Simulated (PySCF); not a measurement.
**Which basis set comes closest?**

Molecule: SMILES CCC(C)=O, C4H8O.

Atoms are numbered as in `[CH3:1][CH2:2][C:3]([CH3:4])=[O:5]` (H(Xn): hydrogen on atom n).

Geometry PBE0-D3(BJ)/def2-SVP throughout; GIAO in PySCF 2.14, gas phase, one conformer, non-relativistic; equivalent atoms averaged; functional PBE0.

Reference values (measured; solution, not stated per compound (mostly CDCl3 or CCl4); Pretsch, Buehlmann, Badertscher, Structure Determination of Organic Compounds, 4th ed. (2009)): δ(C2) = 35.2 ppm, δ(C1) = 7.0 ppm, δ(H(C2)) = 2.44 ppm, δ(H(C1)) = 1.06 ppm. Computed shifts are taken against TMS, calculated as an isolated molecule at each level.

How do the basis sets STO-3G, 6-31G, pcSseg-0, 6-31G*, def2-SVP, cc-pVDZ, pcSseg-1, 6-311+G(2d,p), aug-cc-pVDZ, def2-TZVP, IGLO-III, cc-pVTZ, pcSseg-2 perform against the reference? Times are CPU seconds on shared hosts with different chips, so compare them loosely.

## Answers


```csv
basis set,functions,C2,C1,H(C2),H(C1),mean abs. error C,mean abs. error H,core-s
STO-3G,33,33.6,17.7,2.03,1.05,6.2,0.21,1.9
6-31G,61,36.5,9.5,2.51,1.11,1.9,0.06,3.7
pcSseg-0,61,39.3,10.4,2.45,1.18,3.7,0.07,3.3
6-31G*,86,34.5,9.3,2.28,0.96,1.5,0.13,4.8
def2-SVP,110,35.0,8.4,2.08,0.80,0.8,0.31,6.5
cc-pVDZ,110,37.2,9.8,2.16,0.87,2.4,0.23,6.4
pcSseg-1,125,37.5,8.8,2.18,0.97,2.0,0.17,6.2
"6-311+G(2d,p)",183,37.6,7.9,2.41,0.91,1.6,0.09,12
aug-cc-pVDZ,187,37.4,8.7,2.49,1.01,1.9,0.05,13
def2-TZVP,203,38.4,8.7,2.41,0.91,2.4,0.09,17
IGLO-III,255,39.0,8.6,2.45,0.94,2.7,0.07,21
cc-pVTZ,262,37.7,8.5,2.38,0.93,2.0,0.10,24
pcSseg-2,292,39.3,8.9,2.41,0.94,3.0,0.07,41
```

For ¹³C the closest is def2-SVP (0.8 ppm) and the furthest STO-3G (6.2 ppm).

For ¹H the closest is aug-cc-pVDZ (0.05 ppm, with 6-31G, pcSseg-0, IGLO-III, pcSseg-2 practically level) and the furthest def2-SVP (0.31 ppm). Where a smaller basis beats a larger one, errors probably cancel; the largest sets show where the functional converges. One molecule is a small sample, and vibrational and solvent effects are absent from the calculation.

A small basis that lands close on one nucleus may do so by chance; judge by the trend and by all nuclei.
